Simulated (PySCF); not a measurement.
Relaxation of doublet ClH6

Level of theory: PySCF, UPBE0, basis Cl def2-TZVP, H def2-TZVP (no relativity, density fitting). A (50,194) grid was used.

A hand-made trigonal prismatic start, of D3h symmetry, held to at least that symmetry:

```xyz
7
charge 0 multiplicity 2, angstrom
Cl    0.0000    0.0000    0.0000
H     0.9887    0.0000    0.8594
H    -0.4943    0.8562    0.8594
H    -0.4943   -0.8562    0.8594
H     0.9887    0.0000   -0.8594
H    -0.4943    0.8562   -0.8594
H    -0.4943   -0.8562   -0.8594
```

Optimiser trace:
```csv
step,E − E(last) (kJ/mol),largest gradient (Eh/bohr)
0,200.52,0.06087
1,47.63,0.02528
2,7.95,0.00898
3,0.54,0.00202
4,0.01,0.00042
5,0.00,0.00007
```

It ends at D3h with Cl–H 1.512 Å (×6); H–Cl–H 76.1° (×6), H–Cl–H 89.3° (×3), H–Cl–H 138.3° (×6) (after a last refinement on a finer grid). A frequency run shows 3 imaginary modes, down to 1190i cm⁻¹, so it is a higher-order saddle point. Other isomers or separated fragments may lie lower.

The relaxation took 7.4 s on 2 threads of a shared Arm Neoverse V1 host, with 73 basis functions and 6 gradients; the process peaked at 1.3 GiB. Launch command: `OMP_NUM_THREADS=2 python axn.py task.json out`.
